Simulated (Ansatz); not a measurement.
## MgPd5: computed properties

Theory: DFT r2SCAN, scalar-relativistic, plane waves, PAW (Ansatz 0.2.0).

Plane waves to 500 eV, a k mesh through Γ of 9×9×8 on the computed 6-atom cell and Gaussian smearing (0.10 eV); no spin polarisation.

The structure is relaxed at this level of theory with its symmetry kept. Whether it is the stable form of this composition wasn't checked.

```xyz
6
Lattice="4.8128 0.0000 0.0000 -2.4064 4.1680 0.0000 0.0000 0.0000 4.5243" Properties=species:S:1:pos:R:3 pbc="T T T"
Mg    0.0000    0.0000    2.2621
Pd    1.5985    2.7687    0.0000
Pd    0.0000    2.7787    2.2621
Pd   -0.8079    1.3994    0.0000
Pd    1.6159    0.0000    0.0000
Pd    2.4064    1.3893    2.2621
```

* Space group: P-62m (No. 189)
* Volume per atom: 102.1 bohr³
* Formation energy from the elements' standard states (uncorrected): -0.312 eV/atom
* Generalised Kohn–Sham band gap: none (metal)
* Density of states at the Fermi level: 6.53 states/eV per cell
* Löwdin character within 0.5 eV of the Fermi level: Pd 4d 88 %, unprojected 10 %
* Bader charges (e): Mg (1 in the cell) 1.62, Pd (3 in the cell) -0.28, Pd (2 in the cell) -0.39

Cost: 1 run of about 5.7 core-minutes, on Arm Neoverse V2 (shared hosts).